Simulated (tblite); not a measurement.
C4H7O (doublet state).
Bonds: C1–C2, C2–C3, C3–C4, C4–O5 (double). Hydrogens: H6, H7, H8 on C1; H9, H10 on C2; H11, H12 on C3.
Bond orders are those of one Lewis drawing.

Computed with GFN2-xTB (tblite), gas phase: L-BFGS steps from a force-field or distance-geometry start until the largest atomic force falls under 0.01 eV/Å.

Step 1: E = -437.6890 eV
```
atom  x, y, z in Å  |  force x, y, z in eV/Å
C1     -1.5954   -0.2028    0.0404   -0.042   0.003  -0.003
C2     -0.1248   -0.5608    0.2088   -0.301  -0.168   0.068
C3      0.8018    0.6346   -0.1190   -0.768   0.130  -0.073
C4      2.1539    0.3110    0.0296    4.664  -0.835   0.520
O5      3.3542    0.0001    0.1865   -3.784   0.910  -0.485
H6     -2.2177   -1.0652    0.2778    0.021   0.089  -0.026
H7     -1.8757    0.6173    0.7008    0.030  -0.055  -0.007
H8     -1.8031    0.1016   -0.9832   -0.008  -0.021  -0.014
H9      0.1286   -1.3991   -0.4423    0.000   0.031  -0.031
H10     0.0513   -0.8810    1.2359    0.050   0.023   0.040
H11     0.5302    1.4810    0.5324    0.079  -0.069   0.007
H12     0.5979    0.9627   -1.1496    0.059  -0.037   0.003
```

Step 2: E = -437.8030 eV
```
atom  x, y, z in Å  |  force x, y, z in eV/Å
C1     -1.5970   -0.2025    0.0404    0.021  -0.025  -0.009
C2     -0.1265   -0.5633    0.2103   -0.221  -0.013  -0.030
C3      0.7987    0.6353   -0.1196    0.085  -0.127   0.051
C4      2.1783    0.3074    0.0322    0.317   0.284  -0.034
O5      3.3338    0.0048    0.1839   -0.402   0.014  -0.036
H6     -2.2172   -1.0642    0.2775   -0.027   0.048  -0.015
H7     -1.8753    0.6165    0.7006    0.017  -0.022   0.016
H8     -1.8032    0.1014   -0.9832   -0.008  -0.015  -0.024
H9      0.1286   -1.3986   -0.4425   -0.005  -0.001  -0.039
H10     0.0516   -0.8805    1.2354    0.049  -0.007   0.106
H11     0.5308    1.4805    0.5326    0.099  -0.082   0.015
H12     0.5985    0.9624   -1.1496    0.075  -0.054  -0.001
```

Task: Estimate the geometry and energy of step 3. (The exact step hangs on the optimiser's Hessian estimate; all steps are aligned on step 2, rigid shifts and turns removed.)

Result: E = -437.8074 eV, largest force 0.426 eV/Å
```
atom  x, y, z in Å  |  force x, y, z in eV/Å
C1     -1.5969   -0.2029    0.0402   -0.030   0.009  -0.020
C2     -0.1297   -0.5637    0.2101   -0.077  -0.056   0.028
C3      0.8007    0.6333   -0.1189    0.014  -0.093   0.019
C4      2.1805    0.3124    0.0314   -0.042   0.414  -0.092
O5      3.3297    0.0045    0.1836   -0.009  -0.118   0.024
H6     -2.2175   -1.0634    0.2772   -0.044   0.029  -0.011
H7     -1.8750    0.6161    0.7008    0.015  -0.019   0.012
H8     -1.8033    0.1012   -0.9835   -0.008  -0.014  -0.019
H9      0.1285   -1.3985   -0.4431   -0.022   0.003  -0.025
H10     0.0523   -0.8806    1.2369    0.021   0.002   0.046
H11     0.5323    1.4793    0.5329    0.101  -0.093   0.009
H12     0.5996    0.9616   -1.1496    0.081  -0.065   0.029
```

The energy changes by -0.0044 eV. The first-order estimate −F·Δx gives -0.0057 eV and the mean of the old and new forces, exact on a quadratic surface, -0.0044 eV. The step makes an angle of 19° with the force vector and moves no atom by more than 0.006 Å.

The cost below is that of the whole relaxation. On one thread of an Arm Neoverse V2, shared host with 32 logical CPUs at a one-minute load of 17, this took 0.11 s wall.
